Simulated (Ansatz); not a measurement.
**AlCCl (triplet): wave-function methods side by side at a displaced geometry (v2), cc-pVDZ**

Aim: climb from Hartree-Fock through coupled cluster for AlCCl (triplet) at one geometry and basis, and see what each rung misses.

Method: cc-pVDZ, core rule «outside noble gas», up to 11 orbitals frozen; program: Ansatz 0.2.0, Gaussian basis.

Plan: UHF; CCSD(T) on ROHF; CCSD(T) on UHF; BCCD(T) on ROHF; CISD; CCSDT(Q) on ROHF; CCSDT(Q) on UHF.

20 further runs of the same task are left out: 8 that didn't finish, 12 set aside as unsound or not needed.

### Step 1. The geometry

The geometry is a PBE0/def2-TZVP stationary point (not a proven minimum) with its atoms shifted at random (size 0.100 Å).

3 atoms, charge 0, spin multiplicity 3.

Atoms are counted from 1 here; the program's logs count them from 0.

Bond lengths: Al1–C2 1.941 Å, C2–Cl3 1.656 Å. Angles: Al1–C2–Cl3 172.4°.

### Step 2. UHF

The input, in.yaml:

```yaml
crystal:
  periodic: [false, false, false]
  atoms:
    - {symbol: Al, position_ang: [0.084376, 0.005225, 1.840215]}
    - {symbol: C, position_ang: [-0.080498, 0.013599, -0.093313]}
    - {symbol: Cl, position_ang: [-0.003878, -0.018825, -1.746902]}
basis:
  gaussian: {orbitals: cc-pVDZ}
magnetization: {spin_polarized: true, initial_magnetization: 2}
hamiltonian: {xc: hf}
output: {orbitals: {seedname: orbitals}}
```

Launch:

```
$ ansatz run in.yaml --threads 1 --pin off --events-out ev --progress --plain --max-ram 2393MiB
```

Further steps of the session: CCSD(T) on ROHF; CCSD(T) on UHF; BCCD(T) on ROHF; CISD; CCSDT(Q) on ROHF; CCSDT(Q) on UHF.

Q: Predict the results of all the runs planned. Wanted: UCCSDT(Q) below the RHF energy; RMP2 from UCCSDT(Q); UMP2 from UCCSDT(Q); RCCSD from UCCSDT(Q); RCCSD(T) from UCCSDT(Q); UCCSD(T) from UCCSDT(Q); RCCSDT(Q) from UCCSDT(Q); T1 diagnostic.

The runs gave:

| quantity | value |
| --- | --- |
| UCCSDT(Q) below the RHF energy | -8.7706 eV |
| RMP2 from UCCSDT(Q) | +1331.8 meV |
| UMP2 from UCCSDT(Q) | +1390.3 meV |
| RCCSD from UCCSDT(Q) | +324.1 meV |
| RCCSD(T) from UCCSDT(Q) | +59.8 meV |
| UCCSD(T) from UCCSDT(Q) | +62.0 meV |
| RCCSDT(Q) from UCCSDT(Q) | +3.3 meV |
| levels within 1 kcal/mol (43 meV) | RCCSDT, UCCSDT, RCCSDT(Q) |
| T1 diagnostic | 0.030 |

What this shows: RCCSD(T) lands +59.8 meV from the yardstick (0.7 % of the correlation energy). These misses are within one basis, not against nature; the frozen cores of restricted and unrestricted runs differ, which can shift their rows.
